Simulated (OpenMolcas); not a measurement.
# BH2Cl (SMILES [H]B([H])Cl) at HF/ANO-R2 (sfX2C, RICD fitting)

Aim: the electrostatic solvation energy at fixed shape (PCM, cyclohexane) of BH2Cl at HF/ANO-R2 (sfX2C, RICD fitting), from 2 runs. 

The calculation is run with OpenMolcas 26.06.

14 further runs of the same task are left out: 4 for a known fault of the program, 1 that didn't finish, 9 set aside as unsound or not needed.

## 1. The molecule

The species is BH2Cl (4 atoms), meant as a singlet with charge 0. SMILES: `[H]B([H])Cl`. The coordinates come from a GFN2-xTB relaxation.

Bond lengths: B1–Cl4 1.673 Å, B1–H2 1.172 Å, B1–H3 1.172 Å. Angles: H2–B1–Cl4 119.1°, H3–B1–Cl4 119.0°, H2–B1–H3 121.9°.

## 2. Energy and gradient at HF/ANO-R2 (sfX2C, RICD fitting)

Input file mol.inp:

```
* BClH2 Hartree-Fock

&GATEWAY
 Coord
 4
 angstrom
 B        0.069310       0.114420      -0.000410
 H        1.240090       0.070720       0.015540
 H       -0.512130       1.131590      -0.018950
 Cl      -0.797280      -1.316740       0.003830
 Basis=ANO-R2
 Group=NoSym
 RICD
 aCD

&SEWARD

&SCF
 PrOrbitals=1 1

&ALASKA
```

Launch:

```
$ export MOLCAS_MEM=1860
$ pymolcas mol.inp > mol.log
```

Standard output:

```text
--- Start Module: gateway ---

                                              &GATEWAY

                       available to each process: 1.9 GB of memory, 1 thread

++    Symmetry information:
      ---------------------

                    Character Table for C1

                             E
                    a        1  x, y, xy, Rz, z, xz, Ry, yz, Rx, I
--

++    Basis set information:
      ----------------------

      Basis set label: B.ANO-R...4S4P2D1F.

      Electronic valence basis set:
      ------------------
      Associated Effective Charge   5.000000 au
      Associated Actual Charge      5.000000 au
      Nuclear Model: Finite nucleus - Gaussian distribution
        Gaussian exponent, Xi/bohr**(-2):  7.11787E+08

      Shell  nPrim  nBasis  Cartesian Spherical Contaminant
         s      12       4        X
         p       7       4        X
         d       3       2                 X
         f       2       1                 X

      Basis set label: H.ANO-R...3S2P1D.

      Electronic valence basis set:
      ------------------
      Associated Effective Charge   1.000000 au
      Associated Actual Charge      1.000000 au
      Nuclear Model: Finite nucleus - Gaussian distribution
        Gaussian exponent, Xi/bohr**(-2):  2.12482E+09

      Shell  nPrim  nBasis  Cartesian Spherical Contaminant
         s       7       3        X
         p       4       2        X
         d       2       1                 X

      Basis set label: CL.ANO-R...5S4P3D1F.

      Electronic valence basis set:
      ------------------
      Associated Effective Charge  17.000000 au
      Associated Actual Charge     17.000000 au
      Nuclear Model: Finite nucleus - Gaussian distribution
        Gaussian exponent, Xi/bohr**(-2):  3.84638E+08

      Shell  nPrim  nBasis  Cartesian Spherical Contaminant
         s      17       5        X
         p      11       4        X
         d       7       3                 X
         f       5       1                 X
--

++    Molecular structure info:
      -------------------------

                    ************************************************
                    **** Cartesian Coordinates / bohr, angstrom ****
                    ************************************************

     Center  Label                x              y              z                     x              y              z
        1      B1               0.130977       0.216222      -0.000775              0.069310       0.114420      -0.000410
        2      H2               2.343430       0.133641       0.029366              1.240090       0.070720       0.015540
        3      H3              -0.967785       2.138395      -0.035810             -0.512130       1.131590      -0.018950
        4      CL4             -1.506641      -2.488278       0.007238             -0.797280      -1.316740       0.003830

                    ***************************************
                    *    InterNuclear Distances / bohr    *
                    ***************************************

               1 B1            2 H2            3 H3            4 CL4
    1 B1       0.000000
    2 H2       2.214199        0.000000
    3 H3       2.214329        3.871361        0.000000
    4 CL4      3.161673        4.658111        4.658146        0.000000

                    *******************************************
                    *    InterNuclear Distances / angstrom    *
                    *******************************************

               1 B1            2 H2            3 H3            4 CL4
    1 B1       0.000000
    2 H2       1.171704        0.000000
    3 H3       1.171773        2.048636        0.000000
    4 CL4      1.673086        2.464966        2.464985        0.000000

                    **************************************
                    *    Valence Bond Angles / degree    *
                    **************************************
                          Atom centers                 Phi
                      2 H2       1 B1       3 H3       121.90
--

            Nuclear Potential Energy             38.95804557 au

--- Stop Module: gateway /rc=_RC_ALL_IS_WELL_ ---

--- Start Module: seward ---

                                              &SEWARD

                       available to each process: 1.9 GB of memory, 1 thread

               SEWARD will generate:
                  Multipole Moment integrals up to order  2
                  Kinetic Energy integrals
                  Nuclear Attraction integrals (finite nuclei - Gaussian type)
                  One-Electron Hamiltonian integrals
                  Velocity integrals
                  Relativistic X2C integrals
                  Orbital angular momentum around ( -1.0388  -1.7157   0.0050 )
                  Velocity quadrupole around ( -1.0388  -1.7157   0.0050 )
                  Atomic mean-field integrals
                  RI decomposed two-electron repulsion integrals stored Cholesky style
                   - aCD auxiliary basis
                   - CD Threshold:   1.00E-04

                   Integrals are discarded if absolute value <: 1.00E-14
                   Integral cutoff threshold is set to       <: 1.00E-16

            Nuclear Potential Energy             38.95804557 au

      Basis set specifications :
      Symmetry species         a
      Basis functions          100

--- Stop Module: seward /rc=_RC_ALL_IS_WELL_ ---
--- Module seward spent 3 seconds ---

--- Start Module: scf ---

                                                &SCF

                       available to each process: 1.9 GB of memory, 1 thread

++    Input section:
      --------------

      Header of the integral files:

      Cartesian coordinates in angstrom:
      -----------------------------------------------------
      No.  Label        X            Y            Z
      -----------------------------------------------------
       1   B1         0.06931000   0.11442000  -0.00041000
       2   H2         1.24009000   0.07072000   0.01554000
       3   H3        -0.51213000   1.13159000  -0.01895000
       4   CL4       -0.79728000  -1.31674000   0.00383000
      -----------------------------------------------------
      Nuclear repulsion energy =   38.95804557
--

++    Orbital specifications:
      -----------------------

      Symmetry species               1
                                     a
      Frozen orbitals                0
      Occupied orbitals             12
      Secondary orbitals            88
      Deleted orbitals               0
      Total number of orbitals     100
      Number of basis functions    100
--

      Molecular charge                           0.000

++    Optimization specifications:
      ----------------------------

      SCF Algorithm: LK-RI/DF
      LK screening threshold:                     4.50E-02
      Local-Exchange (LK) algorithm.
       - the density matrix is decomposed
      The actual AO density is used
      Number of density matrices in core                 5
      Maximum number of NDDO SCF iterations            400
      Maximum number of HF SCF iterations              400
      Threshold for SCF energy change             1.00E-09
      Threshold for density matrix                1.00E-04
      Threshold for Fock matrix                   1.50E-04
      Threshold for linear dependence             1.00E-09
      Threshold at which DIIS is turned on        1.50E-01
      Maximum depth in the DIIS procedure                5
      Maximum depth in the BFGS Hessian update          30
      Threshold at which QNR/C2DIIS is turned on  7.50E-02
      Threshold for Norm(delta) (QNR/C2DIIS)      1.00E-03
      All orbitals punched on: SCFORB
--

      Input vectors read from INPORB
      Orbital file label: *Guess orbitals

++ Convergence information
                                   SCF        iterations: Energy and convergence statistics

Iter     Tot. SCF        One-elec.       Two-elec.     Energy      Max Dij or  Max Fij      DNorm      TNorm      AccCon     Time
         Energy          Energy          Energy        Change      Delta Norm                                                in Sec.
   1  -486.632988017  -745.172167039   219.581133455   0.00E+00    1.61E-01*   9.51E-02*    6.70E+00   1.34E+02   None         0.
   2  -486.796872001  -749.130868264   223.375950695  -1.64E-01*   1.08E-01*   4.25E-02*    6.66E+00   1.36E+02   EDIIS        0.
   3  -486.814025074  -748.340584938   222.568514296  -1.72E-02*   2.82E-02*   1.35E-02*    6.70E+00   1.35E+02   c2DIIS       0.
   4  -486.817275736  -748.478212152   222.702890849  -3.25E-03*   1.27E-02*   5.29E-03*    6.70E+00   1.35E+02   QNRc2DIIS    0.
   5  -486.817594713  -748.524546028   222.748905747  -3.19E-04*   1.09E-02*   1.93E-03*    6.70E+00   1.35E+02   QNRc2DIIS    0.
   6  -486.817681190  -748.514808143   222.739081385  -8.65E-05*   1.10E-03*   5.71E-04*    6.71E+00   1.35E+02   QNRc2DIIS    0.
   7  -486.817684972  -748.522702585   222.746972046  -3.78E-06*   6.46E-04    1.36E-04     6.71E+00   1.35E+02   QNRc2DIIS    0.
   8  -486.817685488  -748.523127589   222.747396533  -5.16E-07*   4.78E-05    1.69E-05     6.71E+00   1.35E+02   QNRc2DIIS    0.
   9  -486.817685492  -748.522408283   222.746677224  -3.84E-09*   1.29E-05    5.96E-06     6.71E+00   1.35E+02   QNRc2DIIS    0.
  10  -486.817685492  -748.522628636   222.746897576  -3.38E-10    2.27E-06    1.39E-06     6.71E+00   1.35E+02   QNRc2DIIS    0.

       Convergence after  10 Iterations
--

 *****************************************************************************************************************************
 *                                             SCF/KS-DFT Program, Final results                                             *
 *                                                       Final Results                                                       *
 *****************************************************************************************************************************

::    Total SCF energy                               -486.8176854920
      One-electron energy                            -748.5226286357
      Two-electron energy                             222.7468975758
      Nuclear repulsion energy                         38.9580455679
      Kinetic energy (interpolated)                   495.4511834398
      Virial theorem                                    0.9825744731
      Total spin, S(S+1)                                0.0000000000
      Total spin, S                                     0.0000000000
      Max non-diagonal density matrix element           0.0000018991
      Max non-diagonal Fock matrix element              0.0000002970

      All orbitals with orbital energies smaller than  E(LUMO)+0.5 are printed

++    Molecular orbitals:
      -------------------

      Title: SCF orbitals

      Molecular orbitals for symmetry species 1: a

          Orbital            1         2         3         4         5         6         7         8         9        10
          Energy         -105.2167  -10.6361   -8.0375   -8.0365   -8.0361   -7.6512   -1.1372   -0.7094   -0.5714   -0.5513
          Occ. No.          2.0000    2.0000    2.0000    2.0000    2.0000    2.0000    2.0000    2.0000    2.0000    2.0000

          Orbital           11        12        13        14        15        16        17        18        19        20
          Energy           -0.4952   -0.4357    0.0677    0.0903    0.1285    0.1425    0.2020    0.2288    0.2364    0.3093
          Occ. No.          2.0000    2.0000    0.0000    0.0000    0.0000    0.0000    0.0000    0.0000    0.0000    0.0000

          Orbital           21        22        23        24        25        26
          Energy            0.3395    0.3705    0.3831    0.4266    0.4789    0.5324
          Occ. No.          0.0000    0.0000    0.0000    0.0000    0.0000    0.0000

--

++    Molecular charges:
      ------------------

      Mulliken charges per centre and basis function type
      ---------------------------------------------------

                B1      H2      H3      CL4
      1s       1.9985  0.7426  0.7427  2.0000
      2s       1.2604  0.1661  0.1660  1.9990
      2px      0.7760 -0.0055  0.0041  2.0000
      2pz      0.1522  0.0013  0.0013  2.0000
      2py      0.6512  0.0066 -0.0030  1.9999
      3s       0.0172 -0.0002 -0.0002  1.8093
      3px      0.0251 -0.0131 -0.0023  1.8288
      3pz     -0.0042  0.0001  0.0001  1.7822
      3py      0.0547  0.0002 -0.0106  1.6356
      4s       0.0038  0.0000  0.0000  0.0009
      3d2+     0.0479 -0.0004  0.0028  0.0145
      3d1+     0.0109  0.0005  0.0000  0.0020
      3d0      0.0165 -0.0001 -0.0001  0.0059
      3d1-     0.0296 -0.0000  0.0005  0.0055
      3d2-     0.0416  0.0038  0.0006  0.0202
      4px     -0.0052  0.0000  0.0000 -0.0064
      4pz     -0.0003  0.0000  0.0000  0.0093
      4py     -0.0095  0.0000  0.0000 -0.0070
      5s       0.0000  0.0000  0.0000  0.0004
      4d2+    -0.0019  0.0000  0.0000 -0.0002
      4d1+     0.0006  0.0000  0.0000 -0.0000
      4d0      0.0014  0.0000  0.0000 -0.0001
      4d1-     0.0015  0.0000  0.0000 -0.0000
      4d2-     0.0080  0.0000  0.0000 -0.0001
      5px     -0.0002  0.0000  0.0000 -0.0007
      5pz      0.0000  0.0000  0.0000  0.0002
      5py     -0.0001  0.0000  0.0000 -0.0006
      4f3+     0.0049  0.0000  0.0000  0.0013
      4f2+     0.0009  0.0000  0.0000  0.0001
      4f1+     0.0007  0.0000  0.0000  0.0002
      4f0      0.0015  0.0000  0.0000  0.0002
      4f1-     0.0008  0.0000  0.0000  0.0004
      4f2-     0.0034  0.0000  0.0000  0.0004
      4f3-     0.0054  0.0000  0.0000  0.0015
      5d2+     0.0000  0.0000  0.0000 -0.0004
      5d1+     0.0000  0.0000  0.0000  0.0000
      5d0      0.0000  0.0000  0.0000 -0.0002
      5d1-     0.0000  0.0000  0.0000  0.0001
      5d2-     0.0000  0.0000  0.0000 -0.0001
      Total    5.0933  0.9021  0.9021 17.1025

      N-E     -0.0933  0.0979  0.0979 -0.1025

      Total electronic charge=   24.000000

      Total            charge=   -0.000000
--

++    Static properties:
      ------------------

      LoProp Charges per center

                   B1       H2       H3       CL4
      Nuclear      5.0000   1.0000   1.0000  17.0000
      Electronic  -5.2938  -0.8441  -0.8442 -17.0178

      Total       -0.2938   0.1559   0.1558  -0.0178
--

++    Natural Bond Order analysis
      ---------------------------
      Based on LoProp computed density
      -------------------------------------------------------------------------------------
      Atom A       Atom B       Bond Order | Atom A       Atom B       Bond Order
        B1           H2             0.775  |   B1           H3             0.782
      -------------------------------------------------------------------------------------
      NBO located      3.114 electrons involved in    2 bonds.
      NBO located      0.998 non-bonded electrons on atom B1
      NBO located      0.984 non-bonded electrons on atom CL4
      NBO located      0.999 non-bonded electrons on atom CL4
      NBO located      1.000 non-bonded electrons on atom CL4
      NBO located      1.000 non-bonded electrons on atom CL4
      NBO located      1.000 non-bonded electrons on atom CL4
      NBO located      1.000 non-bonded electrons on atom CL4
      The remaining    2.966 electrons are to be considered as diffuse
--

++    Molecular properties:
      ---------------------

      Charge (e):
                      =   -0.0000
      Dipole Moment (debye):
      Origin of the operator (angstrom)=   -0.5497   -0.9079    0.0026
                   X=  2.9774E-01               Y=  4.9151E-01               Z= -1.6407E-03           Total=  5.7466E-01
      Quadrupole Moment (debye*angstrom):
      Origin of the operator (angstrom)=   -0.5497   -0.9079    0.0026
                  XX= -2.0349E+01              XY=  4.6698E-01              XZ= -2.5552E-02              YY= -1.9861E+01
                  YZ=  1.7285E-02              ZZ= -1.8803E+01
      In traceless form (debye*angstrom)
                  XX= -1.0173E+00              XY=  7.0048E-01              XZ= -3.8328E-02              YY= -2.8505E-01
                  YZ=  2.5927E-02              ZZ=  1.3023E+00
--

--- Stop Module: scf /rc=_RC_ALL_IS_WELL_ ---
--- Module scf spent 1 second ---

--- Start Module: alaska ---

                                              &ALASKA

                       available to each process: 1.9 GB of memory, 1 thread

                     Threshold for contributions to the gradient: 1.000E-07

                    ********************************************
                    * Symmetry Adapted Cartesian Displacements *
                    ********************************************

           Irreducible representation : a
           Basis function(s) of irrep: x, y, xy, Rz, z, xz, Ry, yz, Rx, I

 Basis Label        Type   Center Phase
   1   B1           x         1     1
   2   B1           y         1     1
   3   B1           z         1     1
   4   H2           x         2     1
   5   H2           y         2     1
   6   H2           z         2     1
   7   H3           x         3     1
   8   H3           y         3     1
   9   H3           z         3     1
  10   CL4          x         4     1
  11   CL4          y         4     1
  12   CL4          z         4     1

                     No automatic utilization of translational and rotational invariance of the energy is employed.

 RI-ERI gradients!

 **************************************************
 *              Molecular gradients               *
 **************************************************

  Irreducible representation: a
 ------------------------------------------------------------------------------------------
                              X                       Y                       Z
 ------------------------------------------------------------------------------------------
  B1               -1.87453545916281E-02   -3.10241783673657E-02    6.84234876713735E-05
  H2               -6.58789798781667E-03   -2.76142186696415E-04   -7.45151410867402E-05
  H3                2.78875499223696E-03   -5.93561561877021E-03    1.09863956152676E-04
  CL4               2.25444975871918E-02    3.72359361728378E-02   -1.03772302737358E-04
 ------------------------------------------------------------------------------------------

--- Stop Module: alaska /rc=_RC_ALL_IS_WELL_ ---
--- Module alaska spent 8 seconds ---

.##################.
.# Happy landing! #.
.##################.

    Timing: Wall=14.59 User=13.13 System=0.92
```

Wall time 15 s (1 thread of Arm Neoverse V2, shared host); peak memory 0.19 GiB.

[end of part 1 of 2]
